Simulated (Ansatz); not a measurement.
**H3O⁺ ··· C2H6**

The pair of H3O⁺ (SMILES [OH3+], atoms 1–4) and C2H6 (SMILES CC, atoms 5–12), both closed shells, in one local arrangement (a lower one may exist), relaxed at PBE0-D4/def2-TZVP:

O1  (0.143, -0.202, -2.170)
H2  (-0.038, -0.356, -1.168)
H3  (-0.641, 0.089, -2.669)
H4  (0.589, -0.951, -2.604)
C5  (0.201, 0.811, 1.452)
C6  (-0.203, -0.433, 0.683)
H7  (0.989, 0.576, 2.168)
H8  (0.572, 1.600, 0.796)
H9  (-0.648, 1.209, 2.008)
H10  (-1.058, -0.224, 0.012)
H11  (-0.573, -1.238, 1.321)
H12  (0.668, -0.880, 0.170)
(Å)

Computed with Ansatz 0.2.0 (basis: def2-TZVPPD, with def2-QZVPPD for the basis limit); correlated methods freeze the cores. B3LYP uses VWN-RPA correlation. Extrapolation: Hartree–Fock as exp(−7.88 √X), correlation as X^−2.97. Interaction energies count from these two fragments, frozen as in the pair, with the counterpoise correction; negative means bound.

Question: What is the interaction energy by CCSD(T) at an estimated basis limit (MP2 extrapolated from triple and quadruple zeta, plus CCSD(T) − MP2 in triple zeta)? (An estimate is asked for; the value comes from the calculation.)

Answer: The calculation gives: -56.5 kJ/mol. Hartree–Fock alone gives -37.1 kJ/mol at the basis limit. It counts from the two fragments frozen as in the pair.

The same quantity by other methods in triple zeta, and each one's difference from that estimate:
```
   method  E_int (kJ/mol)  difference
   PBE-D4           -67.4       -10.9
revPBE-D4           -59.8        -3.4
  BLYP-D4           -59.5        -3.0
r2SCAN-D4           -64.3        -7.8
   B97M-V           -58.4        -1.9
  PBE0-D4           -63.9        -7.4
 B3LYP-D4           -59.1        -2.6
 HSE06-D4           -64.0        -7.5
  wB97X-V           -58.3        -1.8
  wB97M-V           -58.5        -2.0
   B2PLYP           -55.6         0.9
       HF           -36.9        19.6
      MP2           -54.9         1.6
     CCSD           -51.0         5.5
  CCSD(T)           -53.9         2.6
```
Differences are method less estimate.

Energy to bend the free fragments (PBE0-D4 minima) into their shapes in the pair, CCSD(T)/def2-TZVPPD: H3O⁺ 5.9 kJ/mol; C2H6 5.1 kJ/mol. This must be added to the interaction energy to get the binding energy from relaxed fragments.

Basis-set superposition shift (counterpoise-corrected less uncorrected): CCSD(T) 2.6; MP2 2.7; HF 0.2; PBE0-D4 0.3; wB97M-V 0.3 kJ/mol.

No T1 diagnostic of these runs exceeds 0.009.

For scale, one of the runs: CCSD(T)/def2-TZVPPD, 267 basis functions, launched by `ansatz run in.yaml --threads 4 --pin off --events-out ev --progress --plain --max-ram 9574MiB`. Hardware: 4 CPU threads of an Intel Xeon Platinum 8259CL, shared host. Wall time 60 s; peak host memory 7 GiB.
